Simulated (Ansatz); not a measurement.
## SnH2, triplet: reading a ladder of total energies

Geometry: a PBE0/def2-TZVP stationary point for this spin, not checked as a minimum. The singlet lies 0.6 eV lower here.

```csv
atom,x (Å),y (Å),z (Å)
Sn,0.0000,-0.0144,0.0000
H,0.0000,0.8475,-1.4828
H,0.0000,0.8475,1.4828
```

Basis def2-SVP with its core potentials; Ansatz 0.2.0. Correlated methods freeze the noble-gas cores and the filled d shells of p-block atoms, which leaves 6 electrons in 27 orbitals. Prefix R: restricted or restricted open-shell reference. No spin–orbit coupling is included; scalar relativity enters through the core potentials alone.

Full CI is exact within this basis and frozen core; it isn't the basis-set limit.

RCCSD has a T1 diagnostic of 0.018 and a largest doubles amplitude of 0.06.

Runs differ by some tens of microhartree through their thresholds and, for an open shell, their frozen cores, so steps under 0.03 kcal/mol mean nothing.

Here the R and U totals at CCSDT(Q) differ by 0.45 kcal/mol, a measure of how far such totals hang on the determinant and its frozen core.

```json
{"level": "RHF", "total energy (hartree)": "-214.444245"}
{"level": "RMP2", "total energy (hartree)": "-214.508004"}
{"level": "RCCSD", "total energy (hartree)": "-214.527975"}
{"level": "RCCSD(T)", "total energy (hartree)": "-214.529624"}
{"level": "RCCSDT", "total energy (hartree)": "-214.530186"}
{"level": "RCCSDT(Q)", "total energy (hartree)": "-214.530212"}
{"level": "full CI", "total energy (hartree)": "-214.530187"}
```

**Question.** What is the correlation energy at full CI, and what share of it do RMP2 and RCCSD recover?

**Answer.** E(corr) = -214.530187 − (-214.444245) = -0.085942 hartree = -2.339 eV. RMP2: -0.063759 / -0.085942 = 74.19 %. RCCSD: -0.083730 / -0.085942 = 97.43 %.

**Question.** By how many kcal/mol does RCCSD(T) miss full CI (1 hartree = 627.509 kcal/mol), and which steps make up the rest?

**Answer.** -214.529624 − (-214.530187) = 0.000563 hartree = 0.35 kcal/mol. Steps: RCCSDT − RCCSD(T) = -0.35, RCCSDT(Q) − RCCSDT = -0.02, full CI − RCCSDT(Q) = 0.02 kcal/mol. That is within 1 kcal/mol of the reference in this basis, which itself misses far more of the correlation at the basis-set limit.
